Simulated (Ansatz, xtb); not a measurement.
Relaxing a trial structure of FH3Si

The starting geometry of this gas-phase singlet has its atoms placed at random.

```xyz
5

F    -0.6010    0.1273   -1.0048
Si   -1.5035    1.2785   -0.1360
H    -0.6827   -0.8881   -1.5055
H    -0.2845    1.1161    0.4603
H    -1.0392    1.3893    1.1248
```

Task: Guess where an optimisation with r2SCAN-D4/def2-SVP ends from this start.

Result: It loosens into H2Si + FH, which stay close as a complex. Distances that change by over a tenth: Si2–H4 (1.37 → 1.53 Å), Si2–H5 (1.35 → 1.53 Å). Contacts that open: F1–Si2 (1.70 → 2.20 Å). Contacts that close: F1–H3 (1.14 → 0.93 Å).

The energy falls by 5.13 eV over 11 steps:

| step | E − E(last) (eV) |
| --- | --- |
| 1 | 5.128 |
| 2 | 3.092 |
| 3 | 1.437 |
| 4 | 0.558 |
| 5 | 0.192 |
| 7 | 0.010 |
| 8 | 0.002 |
| 9 | 0.001 |
| 10 | 0.000 |
| 11 | 0.000 |

Final geometry (Å):

```xyz
5

F    -0.4689   -0.4983   -0.7939
Si   -1.3169    1.4178   -0.1226
H    -0.9648   -0.6199   -1.5767
H     0.1031    1.9049    0.1575
H    -1.4636    0.8186    1.2746
```

From the same start GFN2-xTB reaches the same bonding as this run.

From so rough a start the end depends on the optimiser's path, so another program may land elsewhere. No frequencies were run, so the end isn't proven a minimum. Run with Ansatz 0.2.0, 11 s on 1 thread of Arm Neoverse V2 (shared host).
